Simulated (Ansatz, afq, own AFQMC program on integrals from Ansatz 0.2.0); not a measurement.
**SiH₂ (triplet): AFQMC on the coupled-cluster ladder at distance H1–H2 along a hydrogen transfer = 0.745 Å, cc-pVTZ**

Aim: compute SiH₂ (triplet) with auxiliary-field quantum Monte Carlo on the same integrals as coupled cluster, and set the energies side by side.

Method: cc-pVTZ, frozen cores; program: Ansatz 0.2.0, Gaussian basis, and an in-house AFQMC program (afq) on its integrals; all values are calculated.

Plan: PBE (unrestricted); CCSD(T) on UHF; r2SCAN (unrestricted); CCSDT(Q) on UHF; PBE0 (unrestricted); B3LYP (unrestricted); wB97M-V (unrestricted); B2PLYP (unrestricted); Phaseless AFQMC, CISD trial on UHF; Phaseless AFQMC, single-determinant trial on UHF.

## Step 1: The system

The geometry derives from fragments relaxed apart (PBE0/def2-TZVP) and kept rigid, so it is no stationary point. A hydrogen atom is moved between rigid fragments.

3 atoms, charge 0, spin multiplicity 3.

Atoms are counted from 1 here; the program's logs count them from 0.

Bond lengths: H1–H2 0.745 Å.

## Step 2: PBE (unrestricted)

Input file in.yaml:

```yaml
crystal:
  periodic: [false, false, false]
  atoms:
    - {symbol: H, position_ang: [0.000000, 0.000000, -1.084000]}
    - {symbol: H, position_ang: [0.000000, 0.000000, -0.339000]}
    - {symbol: Si, position_ang: [0.000000, 0.000000, 1.423000]}
basis:
  gaussian: {orbitals: cc-pVTZ}
magnetization: {spin_polarized: true, initial_magnetization: 2}
hamiltonian: {xc: {name: PBE}}
output: {orbitals: {seedname: orbitals}}
```

On the command line:

```sh
$ ansatz run in.yaml --threads 1 --pin off --events-out ev --progress --plain --max-ram 5632MiB --backend cpu
```

Standard output:

```text
Functional definition: PBE
  name "PBE"
  cite "Perdew, Burke & Ernzerhof, Phys. Rev. Lett. 77, 3865 (1996) doi:10.1103/PhysRevLett.77.3865"
  parent pbe
  parameter kappa = 0.804
  parameter beta = 0.06672455060314922
  exchange = pbe_x(kappa = kappa, mu = beta*pi^2/3)
  correlation = pbe_c(beta = beta)
395 factors; their error is unknown
mean field evaluation 1: about -7900.2527 eV, gradient 1.1e1 eV
mean field evaluation 2: about -7900.0812 eV, gradient 1.3e1 eV
mean field evaluation 4: about -7901.9110 eV, gradient 1.6e0 eV
mean field evaluation 8: about -7901.9188 eV, gradient 1.1e-1 eV
mean field evaluation 16: about -7901.9188 eV, gradient 4.0e-5 eV
mean field evaluation 32: about -7901.1987 eV, gradient 4.4e-6 eV
mean field -7901.91883147 eV, -290.3901609434 hartree, gradient 2.4e-5 eV, S^2 2.005451; 4 other end points of the search recorded, 0 dependent functions left out
reference -7901.91886221 eV, -290.3901620732 hartree; 9, 7 occupied and 53, 55 virtual orbitals, 395 factors
Total energy: -7901.91886221 eV, -290.3901620732 hartree
```

Wall time 1.3 s (1 thread of AMD EPYC 7R13 (Zen 3), shared host); peak memory 0.73 GiB.

From the report: ⟨S²⟩ of the determinant 2.005 (pure triplet: 2.00).

## Step 3: CCSD(T) on UHF

Changes to in.yaml since step 2:

```diff
@@ -9,3 +9,2 @@
 magnetization: {spin_polarized: true, initial_magnetization: 2}
-hamiltonian: {xc: {name: PBE}}
-output: {orbitals: {seedname: orbitals}}
+correlation: {method: ccsd_t, electrons: outside_noble_gas, hamiltonian_folder: ham}
```

On the command line:

```sh
$ ansatz run in.yaml --threads 1 --pin off --events-out ev --progress --plain --max-ram 16896MiB --backend cuda --devices 0, --max-vram 18GiB
```

Standard output, shortened:

```text
Functional definition: HF
  name "HF"
  cite "Fock, Z. Phys. 61, 126 (1930) doi:10.1007/BF01340294"
  parent pbe
[...]
352 factors; integrals over basis functions are off by at most 1.5e-3 eV
[...]
mean field -7890.45605810 eV, -289.9689117920 hartree, gradient 1.4e-6 eV, S^2 2.027709; 7 other end points of the search recorded, 0 dependent functions left out
determinant -7890.45605810 eV, -289.9689117920 hartree, with singles and doubles -7893.82941592 eV, -290.0928804052 hartree
determinant -7889.64348738 eV, -289.9390503688 hartree, with singles and doubles -7893.08128465 eV, -290.0653870884 hartree
5 core orbitals not correlated: weight in the atoms' cores, before any rotation towards them, 1.000 or more for the frozen orbitals, at most 0.000 for the correlated occupied ones
reference -7890.45605810 eV, -289.9689117920 hartree; 4, 2 occupied and 53, 55 virtual orbitals, 352 factors
second order -2.60482558 eV of doubles, -0.00000000 eV of singles
cycle   1  -3.28495854 eV  change   -2.3e-1 eV  update   1.8e-2
[...]
cycle  10  -3.29268178 eV  change    8.4e-8 eV  update   3.4e-6
perturbative correction -0.10040397 eV, -0.0036897779 hartree
Total energy: -7893.84914385 eV, -290.0936053935 hartree
```

Wall time 2.1 s (1 × NVIDIA H100 80GB HBM3 with 1 thread of AMD EPYC 7R13 (Zen 3), shared host); peak host memory 0.83 GiB.

From the report: ⟨S²⟩ of the determinant 2.028 (pure triplet: 2.00); correlation -3.3931 eV; T1 0.020; largest double amplitude 0.09.

This run also writes the integrals to the folder ham.

## Step 4: r2SCAN (unrestricted)

Changes to in.yaml since step 3:

```diff
@@ -9,2 +9,2 @@
 magnetization: {spin_polarized: true, initial_magnetization: 2}
-correlation: {method: ccsd_t, electrons: outside_noble_gas, hamiltonian_folder: ham}
+hamiltonian: {xc: {name: r2SCAN}}
```

On the command line:

```sh
$ ansatz run in.yaml --threads 1 --pin off --events-out ev --progress --plain --max-ram 5632MiB --backend cpu
```

Standard output:

```text
Functional definition: r2SCAN
  name "r2SCAN"
  cite "Furness, Kaplan, Ning, Perdew & Sun, J. Phys. Chem. Lett. 11, 8208 (2020) doi:10.1021/acs.jpclett.0c02405"
  cite "Furness, Kaplan, Ning, Perdew & Sun, J. Phys. Chem. Lett. 11, 9248 (2020) doi:10.1021/acs.jpclett.0c03077"
  parent r2scan
  parameter k0 = 0.174
  parameter k1 = 0.065
  parameter a1 = 4.9479
  exchange = r2scan_x(k0 = k0, k1 = k1, a1 = a1)
  correlation = r2scan_c
395 factors; their error is unknown
mean field evaluation 1: about -7903.7592 eV, gradient 9.3e0 eV
mean field evaluation 2: about -7903.8489 eV, gradient 1.1e1 eV
mean field evaluation 4: about -7905.2449 eV, gradient 1.7e0 eV
mean field evaluation 8: about -7905.2638 eV, gradient 1.2e-1 eV
mean field evaluation 16: about -7905.2639 eV, gradient 7.0e-5 eV
mean field evaluation 32: about -7904.5182 eV, gradient 2.0e-3 eV
mean field -7905.26390538 eV, -290.5130901423 hartree, gradient 3.3e-5 eV, S^2 2.012837; 4 other end points of the search recorded, 0 dependent functions left out
reference -7905.26391560 eV, -290.5130905180 hartree; 9, 7 occupied and 53, 55 virtual orbitals, 395 factors
Total energy: -7905.26391560 eV, -290.5130905180 hartree
```

It took 2.8 s on 1 thread of AMD EPYC 7R13 (Zen 3), shared host; peak memory 0.73 GiB.

From the report: ⟨S²⟩ of the determinant 2.013 (pure triplet: 2.00).

## Step 5: CCSDT(Q) on UHF

Changes to in.yaml since step 4:

```diff
@@ -9,2 +9,2 @@
 magnetization: {spin_polarized: true, initial_magnetization: 2}
-hamiltonian: {xc: {name: r2SCAN}}
+correlation: {method: ccsdt_q, electrons: outside_noble_gas}
```

On the command line:

```sh
$ ansatz run in.yaml --threads 1 --pin off --events-out ev --progress --plain --max-ram 16896MiB --backend cuda --devices 0, --max-vram 18GiB
```

Standard output, shortened:

```text
Functional definition: HF
  name "HF"
  cite "Fock, Z. Phys. 61, 126 (1930) doi:10.1007/BF01340294"
  parent pbe
[...]
676 factors; integrals over basis functions are off by at most 2.0e-7 eV
[...]
mean field -7890.45606917 eV, -289.9689121989 hartree, gradient 2.9e-6 eV, S^2 2.027709; 7 other end points of the search recorded, 0 dependent functions left out
determinant -7890.45606917 eV, -289.9689121989 hartree, with singles and doubles -7893.82943522 eV, -290.0928811146 hartree
determinant -7889.64350721 eV, -289.9390510977 hartree, with singles and doubles -7893.08131112 eV, -290.0653880609 hartree
5 core orbitals not correlated: weight in the atoms' cores, before any rotation towards them, 1.000 or more for the frozen orbitals, at most 0.000 for the correlated occupied ones
reference -7890.45606917 eV, -289.9689121989 hartree; 4, 2 occupied and 53, 55 virtual orbitals, 676 factors
second order -2.60483563 eV of doubles, -0.00000000 eV of singles
cycle   1  -3.07522749 eV  change   -4.7e-1 eV  update   6.7e-2
[...]
cycle  16  -3.41826957 eV  change   -1.9e-7 eV  update   3.2e-7
perturbative correction -0.00315483 eV, -0.0001159379 hartree
Total energy: -7893.87749358 eV, -290.0946472266 hartree
```

It took 2.4 s on 1 × NVIDIA H100 80GB HBM3 with 1 thread of AMD EPYC 7R13 (Zen 3), shared host; peak host memory 0.85 GiB.

From the report: ⟨S²⟩ of the determinant 2.028 (pure triplet: 2.00); correlation -3.4214 eV; T1 0.021; largest double amplitude 0.09.

## Step 6: PBE0 (unrestricted)

Changes to in.yaml since step 5:

```diff
@@ -9,2 +9,3 @@
 magnetization: {spin_polarized: true, initial_magnetization: 2}
-correlation: {method: ccsdt_q, electrons: outside_noble_gas}
+hamiltonian: {xc: {name: PBE0}}
+output: {orbitals: {seedname: orbitals}}
```

On the command line:

```sh
$ ansatz run in.yaml --threads 1 --pin off --events-out ev --progress --plain --max-ram 5632MiB --backend cpu
```

Standard output:

```text
Functional definition: PBE0
  name "PBE0"
  cite "Adamo & Barone, J. Chem. Phys. 110, 6158 (1999) doi:10.1063/1.478522"
  cite "Perdew, Burke & Ernzerhof, Phys. Rev. Lett. 77, 3865 (1996) doi:10.1103/PhysRevLett.77.3865"
  parent pbe
  parameter a = 0.25
  parameter kappa = 0.804
  parameter beta = 0.06672455060314922
  exchange = (1 - a)*pbe_x(kappa = kappa, mu = beta*pi^2/3) + a*exact_x
  correlation = pbe_c(beta = beta)
404 factors; their error is unknown
mean field evaluation 1: about -7902.4254 eV, gradient 4.7e0 eV
mean field evaluation 2: about -7902.5595 eV, gradient 2.6e0 eV
mean field evaluation 4: about -7902.6269 eV, gradient 1.3e-1 eV
mean field evaluation 8: about -7902.6610 eV, gradient 2.0e-2 eV
mean field evaluation 16: about -7902.6610 eV, gradient 3.3e-5 eV
mean field -7902.66101815 eV, -290.4174358010 hartree, gradient 3.8e-5 eV, S^2 2.007586; 1 other end points of the search recorded, 0 dependent functions left out
reference -7902.66104095 eV, -290.4174366388 hartree; 9, 7 occupied and 53, 55 virtual orbitals, 404 factors
Total energy: -7902.66104095 eV, -290.4174366388 hartree
```

Run time: 0.7 s. Hardware: 1 thread of AMD EPYC 7R13 (Zen 3), shared host; peak memory 0.73 GiB.

From the report: ⟨S²⟩ of the determinant 2.008 (pure triplet: 2.00).

## Step 7: B3LYP (unrestricted)

Changes to in.yaml since step 6:

```diff
@@ -9,3 +9,2 @@
 magnetization: {spin_polarized: true, initial_magnetization: 2}
-hamiltonian: {xc: {name: PBE0}}
-output: {orbitals: {seedname: orbitals}}
+hamiltonian: {xc: {name: B3LYP}}
```

The command is unchanged.

Standard output, shortened:

```text
Functional definition: B3LYP
  name "B3LYP"
  cite "Stephens, Devlin, Chabalowski & Frisch, J. Phys. Chem. 98, 11623 (1994) doi:10.1021/j100096a001"
  cite "Becke, Phys. Rev. A 38, 3098 (1988) doi:10.1103/PhysRevA.38.3098"
  cite "Lee, Yang & Parr, Phys. Rev. B 37, 785 (1988) doi:10.1103/PhysRevB.37.785"
  cite "Vosko, Wilk & Nusair, Can. J. Phys. 58, 1200 (1980) doi:10.1139/p80-159"
[...]
404 factors; their error is unknown
[...]
mean field -7906.74743535 eV, -290.5676088632 hartree, gradient 3.6e-6 eV, S^2 2.004976; 3 other end points of the search recorded, 0 dependent functions left out
reference -7906.74762217 eV, -290.5676157289 hartree; 9, 7 occupied and 53, 55 virtual orbitals, 404 factors
Total energy: -7906.74762217 eV, -290.5676157289 hartree
```

It took 1.5 s on 1 thread of AMD EPYC 7R13 (Zen 3), shared host; peak memory 0.98 GiB.

From the report: ⟨S²⟩ of the determinant 2.005 (pure triplet: 2.00).

## Step 8: wB97M-V (unrestricted)

Changes to in.yaml since step 7:

```diff
@@ -9,2 +9,3 @@
 magnetization: {spin_polarized: true, initial_magnetization: 2}
-hamiltonian: {xc: {name: B3LYP}}
+hamiltonian: {xc: {name: wB97M-V}}
+output: {orbitals: {seedname: orbitals}}
```

Launched as before.

Standard output, shortened:

```text
Functional definition: wB97M-V
  name "wB97M-V"
  cite "Mardirossian & Head-Gordon, J. Chem. Phys. 144, 214110 (2016) doi:10.1063/1.4952647"
  cite "Becke, J. Chem. Phys. 107, 8554 (1997) doi:10.1063/1.475007"
  cite "Vydrov & Van Voorhis, J. Chem. Phys. 133, 244103 (2010) doi:10.1063/1.3521275"
  # Of w^i u^j: cxij and so on, Table III.
[...]
  gx(w, u) = 1 - cx + cx01*u + cx10*w
  gss(w, u) = css00 + css04*u^4 + css10*w + css20*w^2 + css43*w^4*u^3
  gos(w, u) = cos00 + cos10*w + (cos20 + cos21*u)*w^2 + (cos60 + cos61*u)*w^6
[...]
      + integral(e_c_pw_mod_opposite_spin*gos(b97_w_opposite, b97_u_opposite)) + vv10(b, c)
404 factors; their error is unknown
94 factors; integrals over basis functions are off by at most 1.4e-4 eV
[...]
mean field -7905.15519921 eV, -290.5090952644 hartree, gradient 1.1e-5 eV, S^2 2.002588; 1 other end points of the search recorded, 0 dependent functions left out
reference -7905.15522789 eV, -290.5090963184 hartree; 9, 7 occupied and 53, 55 virtual orbitals, 404 factors
Total energy: -7905.15522789 eV, -290.5090963184 hartree
```

Wall time 5.5 s (1 thread of AMD EPYC 7R13 (Zen 3), shared host); peak memory 1.5 GiB.

From the report: ⟨S²⟩ of the determinant 2.003 (pure triplet: 2.00).

## Step 9: B2PLYP (unrestricted)

Changes to in.yaml since step 8:

```diff
@@ -9,3 +9,3 @@
 magnetization: {spin_polarized: true, initial_magnetization: 2}
-hamiltonian: {xc: {name: wB97M-V}}
-output: {orbitals: {seedname: orbitals}}
+hamiltonian: {xc: {name: B2PLYP}}
+correlation: {electrons: outside_noble_gas}
```

The command is unchanged.

Standard output, shortened:

```text
Functional definition: B2PLYP
  name "B2PLYP"
  cite "Grimme, J. Chem. Phys. 124, 034108 (2006) doi:10.1063/1.2148954"
  cite "Becke, Phys. Rev. A 38, 3098 (1988) doi:10.1103/PhysRevA.38.3098"
  cite "Lee, Yang & Parr, Phys. Rev. B 37, 785 (1988) doi:10.1103/PhysRevB.37.785"
[...]
352 factors; integrals over basis functions are off by at most 1.5e-3 eV
[...]
mean field -7901.78656500 eV, -290.3853002405 hartree, gradient 5.0e-7 eV, S^2 2.009477; 2 other end points of the search recorded, 0 dependent functions left out
5 core orbitals not correlated: weight in the atoms' cores, before any rotation towards them, 1.000 or more for the frozen orbitals, at most 0.000 for the correlated occupied ones
reference -7901.78668254 eV, -290.3853045599 hartree; 4, 2 occupied and 53, 55 virtual orbitals, 352 factors
second order -3.30332259 eV of doubles, -0.00000000 eV of singles
Total energy: -7902.67857964 eV, -290.4180811737 hartree
```

Wall time 0.91 s (1 thread of AMD EPYC 7R13 (Zen 3), shared host); peak memory 1.5 GiB.

From the report: ⟨S²⟩ of the determinant 2.009 (pure triplet: 2.00).

## Step 10: Phaseless AFQMC, CISD trial on UHF

It reads the integrals that the CCSD(T) run on this determinant wrote.

On the command line:

```sh
$ afq ham --method phaseless --trial cisd --walkers 4000 --populations 20 --least-time 60 --time-step 0.005 --steps-per-block 50 --equilibration-blocks 28 --max-blocks 4000 --target-error 0.00015 --factor-cut 1e-05 --start spin_pure --seed 3487 --release-times 0.24,0.51,0.99,1.62,2.4 --release-step 0.03 --release-every 3 --taylor-order 6
```

Standard output:

```text
orbitals 57  electrons 4 2  factors 343 of 352
reference energy -289.96891179 Eh
CCSD correlation -0.12100391 Eh in 11 cycles, weight of the determinant in the CISD state 0.9120
energy of the start -290.089458 Eh
 block  time / (1/Eh)  mean weight  energy / Eh
     1     0.250  1.0001  -290.089250
     2     0.500  0.9999  -290.089916
     3     0.750  0.9998  -290.090663
     4     1.000  0.9997  -290.091363
     5     1.250  1.0002  -290.092062
     6     1.500  1.0000  -290.092645
     7     1.750  1.0000  -290.093099
     8     2.000  1.0000  -290.093414
     9     2.250  1.0002  -290.093291
    10     2.500  0.9999  -290.093466
    11     2.750  0.9999  -290.093850
    12     3.000  0.9998  -290.093962
    13     3.250  1.0000  -290.093801
    14     3.500  1.0001  -290.094141
    15     3.750  0.9998  -290.094123
    16     4.000  1.0000  -290.094430
    17     4.250  0.9997  -290.094347
    18     4.500  0.9998  -290.094345
    19     4.750  1.0001  -290.094569
    20     5.000  1.0001  -290.094272
    21     5.250  1.0001  -290.094553
    22     5.500  0.9999  -290.094388
    23     5.750  1.0000  -290.094405
    24     6.000  1.0000  -290.094608
    25     6.250  0.9999  -290.094422
    26     6.500  1.0000  -290.094521
    27     6.750  1.0000  -290.094572
    28     7.000  1.0003  -290.094781
    29     7.250  1.0001  -290.094776
    30     7.500  1.0000  -290.094706
    31     7.750  1.0002  -290.094604
    32     8.000  0.9999  -290.094503
    33     8.250  1.0002  -290.094831
    34     8.500  0.9999  -290.095145
    35     8.750  1.0001  -290.094933
    36     9.000  0.9999  -290.094858
    37     9.250  0.9999  -290.094406
    38     9.500  1.0000  -290.094465
    39     9.750  1.0000  -290.094496
    40    10.000  1.0000  -290.094395
    41    10.250  1.0000  -290.094319
    42    10.500  0.9999  -290.094444
    43    10.750  0.9999  -290.094251
    44    11.000  1.0000  -290.094146
    45    11.250  1.0001  -290.094211
    46    11.500  1.0002  -290.094252
    47    11.750  1.0000  -290.094178
    48    12.000  1.0000  -290.094475
    49    12.250  1.0000  -290.094294
    50    12.500  1.0000  -290.094094
    51    12.750  0.9998  -290.094339
    52    13.000  0.9999  -290.094405
    53    13.250  1.0002  -290.094137
    54    13.500  1.0002  -290.093987
    55    13.750  0.9999  -290.094386
    56    14.000  1.0000  -290.094220
    57    14.250  1.0003  -290.093998
    58    14.500  0.9999  -290.094272
    59    14.750  1.0000  -290.094288
    60    15.000  0.9999  -290.094173
    61    15.250  0.9999  -290.094323
    62    15.500  1.0000  -290.094192
    63    15.750  1.0000  -290.094301
    64    16.000  0.9997  -290.094312
    65    16.250  0.9999  -290.094252
    66    16.500  1.0001  -290.094352
    67    16.750  1.0000  -290.094192
    68    17.000  0.9999  -290.094325
    69    17.250  1.0002  -290.094308
    70    17.500  1.0000  -290.094144
    71    17.750  1.0001  -290.094468
    72    18.000  0.9999  -290.094327
    73    18.250  1.0000  -290.094247
    74    18.500  1.0000  -290.094090
    75    18.750  0.9999  -290.094287
    76    19.000  0.9998  -290.094578
    77    19.250  1.0001  -290.094522
    78    19.500  0.9997  -290.094482
error from the spread of 20 populations
released: time / (1/Eh)  energy / Eh  error  mean overlap
  0.24  -290.094496  0.000057  0.9981
  0.51  -290.094447  0.000083  0.9969
  0.99  -290.094574  0.000040  0.9971
  1.62  -290.094627  0.000040  0.9941
  2.40  -290.094634  0.000051  0.9896
energy -290.094374 +/- 0.000075 Eh
```

It took 35 s on 1 × NVIDIA H100 80GB HBM3 with 2 threads of AMD EPYC 7R13 (Zen 3), shared host; peak host memory 1.5 GiB.

Energy -7893.8701 ± 0.0020 eV. Caveats: constraint bias not in the error.

## Step 11: Phaseless AFQMC, single-determinant trial on UHF

It reads the integrals that the CCSD(T) run on this determinant wrote.

On the command line:

```sh
$ afq ham --method phaseless --trial hf --walkers 4000 --populations 20 --least-time 40 --time-step 0.005 --steps-per-block 20 --equilibration-blocks 112 --max-blocks 4000 --target-error 0.0007499999999999999 --factor-cut 1e-05 --start spin_pure --seed 4800 --taylor-order 6
```

Standard output:

```text
orbitals 57  electrons 4 2  factors 343 of 352
reference energy -289.96891179 Eh
CCSD correlation -0.12100391 Eh in 11 cycles, weight of the determinant in the CISD state 0.9120
energy of the start -289.969303 Eh
 block  time / (1/Eh)  mean weight  energy / Eh
     1     0.100  1.0004  -289.990942
     2     0.200  1.0009  -290.006762
     3     0.300  1.0005  -290.019351
     4     0.400  1.0003  -290.029428
     5     0.500  1.0005  -290.037844
     6     0.600  1.0004  -290.045127
     7     0.700  1.0006  -290.050921
     8     0.800  1.0003  -290.056200
     9     0.900  1.0002  -290.059177
    10     1.000  1.0002  -290.063406
    13     1.300  1.0001  -290.072500
    19     1.900  1.0000  -290.082401
    25     2.500  0.9998  -290.087544
    31     3.100  1.0001  -290.091469
    37     3.700  1.0004  -290.091274
    43     4.300  1.0001  -290.095853
    49     4.900  1.0001  -290.093624
    55     5.500  1.0000  -290.094642
    61     6.100  1.0002  -290.095486
    67     6.700  1.0000  -290.092795
    73     7.300  1.0001  -290.092633
    79     7.900  1.0001  -290.094583
    85     8.500  1.0002  -290.097608
    91     9.100  1.0001  -290.092470
    97     9.700  1.0001  -290.091109
   103    10.300  1.0000  -290.093605
   109    10.900  1.0001  -290.093237
   115    11.500  0.9999  -290.093390
   121    12.100  1.0001  -290.095800
   127    12.700  0.9998  -290.093974
   133    13.300  0.9998  -290.093519
   139    13.900  1.0000  -290.091039
   145    14.500  0.9998  -290.092488
   151    15.100  1.0000  -290.092435
   157    15.700  0.9999  -290.092518
   163    16.300  1.0000  -290.093906
   169    16.900  0.9998  -290.091617
   175    17.500  1.0000  -290.091910
   181    18.100  1.0002  -290.093012
   187    18.700  1.0001  -290.091007
   193    19.300  1.0000  -290.091949
   199    19.900  0.9998  -290.092737
   205    20.500  1.0001  -290.095861
   211    21.100  1.0000  -290.094617
   217    21.700  0.9999  -290.092956
   223    22.300  1.0000  -290.090318
   229    22.900  1.0003  -290.090974
   235    23.500  1.0001  -290.091904
   241    24.100  1.0002  -290.094233
error from the spread of 20 populations
energy -290.092922 +/- 0.000723 Eh
```

Wall time 20 s (1 × NVIDIA H100 80GB HBM3 with 2 threads of AMD EPYC 7R13 (Zen 3), shared host); peak host memory 1.5 GiB.

Energy -7893.8306 ± 0.0197 eV. Caveats: constraint bias not in the error.

## Step 12: All levels side by side

On the UHF determinant, counted from CCSDT(Q) (a yardstick, not exact):

```csv
level,energy (eV),from CCSDT(Q) (meV),statistical error (meV),time
HF,-7890.4561,+3421.4,,
MP2,-7893.0609,+816.6,,
CCSD,-7893.7487,+128.8,,
CCSD(T),-7893.8491,+28.3,,
CCSDT(Q),-7893.8775,0.0,,
"Phaseless AFQMC, CISD trial, step 0.005, 4000 walkers",-7893.8701,+7.4,2.0,35 s
"Phaseless AFQMC, single-determinant trial, step 0.005, 4000 walkers",-7893.8306,+46.9,19.7,20 s
```

The functionals' totals stand on their own zeros and serve differences with other points: PBE -7901.919 eV; r2SCAN -7905.264 eV; PBE0 -7902.661 eV; B3LYP -7906.748 eV; wB97M-V -7905.155 eV; B2PLYP -7902.679 eV.

## Step 13: What came out

| quantity | value |
| --- | --- |
| CCSD(T) on UHF from CCSDT(Q) | +28.3 meV |
| Phaseless AFQMC, CISD trial on UHF from CCSDT(Q) | +7.4 ± 2.0 meV |
| Phaseless AFQMC, single-determinant trial on UHF from CCSDT(Q) | +46.9 ± 19.7 meV |

**Reading.** On UHF the phaseless walk with the CISD trial lies +7.4 meV from CCSDT(Q), 4 times its error bar. Error bars are statistical and leave out the constraint, the time step and what remains of the start.
